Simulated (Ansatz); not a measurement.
```yaml
crystal:
  periodic: [false, false, false]
  atoms:
    - {symbol: C, position_ang: [-2.440354, -0.091928, -0.001033]}
    - {symbol: N, position_ang: [-1.232288, 0.239045, 0.000873]}
    - {symbol: Ge, position_ang: [0.654965, -0.048305, -0.000079]}
    - {symbol: H, position_ang: [-0.998096, 1.254803, 0.005892]}
basis:
  gaussian: {orbitals: def2-TZVP}
magnetization: {spin_polarized: true, initial_magnetization: 2}
hamiltonian: {xc: pbe0}
relax: {f_tol: 0.004, max_steps: 80}
```

```sh
$ ansatz run in.yaml --threads 1 --pin off --events-out ev --progress --plain --max-ram 2176MiB
```

Steps of the relaxation (energy above the last step; positions in Å, forces in eV/Å):

```
4
step 1, 881.2 meV
C    -2.440   -0.092   -0.001    1.309    0.640    0.003
N    -1.232    0.239    0.001   -2.702   -1.132   -0.006
Ge    0.655   -0.048    0.000    1.413   -0.122    0.000
H    -0.998    1.255    0.006   -0.020    0.614    0.003
```

```
4
step 2, 796.2 meV
C    -2.447   -0.078   -0.001    0.854    0.384    0.002
N    -1.248    0.228    0.001   -1.851   -0.501   -0.003
Ge    0.689   -0.050    0.000    0.988   -0.055    0.000
H    -1.009    1.254    0.006    0.009    0.172    0.001
```

```
4
step 3, 700.2 meV
C    -2.478   -0.041   -0.001   -0.052   -0.093    0.000
N    -1.293    0.205    0.001   -0.332    0.283    0.001
Ge    0.777   -0.038    0.000    0.313   -0.027    0.000
H    -1.022    1.228    0.006    0.070   -0.163   -0.001
```

```
4
step 12, 277.9 meV
C    -1.992   -0.444    0.015    0.695    1.045   -0.100
N    -1.477    0.631   -0.038   -0.227   -0.048    0.235
Ge    0.770   -0.473    0.000   -0.184   -0.063   -0.009
H    -1.317    1.640    0.028   -0.284   -0.934   -0.126
```

```
4
step 14, 224.7 meV
C    -1.648   -0.441    0.007   -0.504   -0.375    0.010
N    -1.202    0.697   -0.040   -1.070    3.724    0.244
Ge    0.447   -0.638    0.007    0.569   -0.333   -0.013
H    -1.613    1.736    0.031    1.004   -3.016   -0.241
```

```
4
step 15, 68.5 meV
C    -1.730   -0.436   -0.010    0.070   -0.080    0.006
N    -1.305    0.697    0.017    0.286    0.978   -0.048
Ge    0.551   -0.609   -0.001   -0.324    0.036    0.008
H    -1.532    1.702    0.000   -0.031   -0.934    0.034
```

```
4
step 21, 0.0 meV
C    -1.620   -0.398   -0.005    0.007    0.015    0.000
N    -1.218    0.763    0.003   -0.007   -0.013    0.000
Ge    0.479   -0.689    0.001    0.000   -0.001    0.000
H    -1.657    1.677    0.007    0.001   -0.001    0.000
```

```
4
step 22, 0.0 meV
C    -1.620   -0.397   -0.005    0.000    0.000    0.000
N    -1.218    0.763    0.003    0.000    0.000    0.000
Ge    0.479   -0.689    0.001    0.000    0.000    0.000
H    -1.657    1.677    0.007    0.000    0.000    0.000
```

Close pairs at the end: N2–H4 1.014 Å, C1–N2 1.228 Å, C1–Ge3 2.120 Å, N2–Ge3 2.234 Å.

A stationary point of unrestricted PBE0 after 22 steps, with ⟨S²⟩ = 2.013 against 2.00 for a pure state; no frequencies were run, so it isn't proven a minimum. 1.7 min on 1 thread of Intel Xeon Platinum 8375C, shared host.
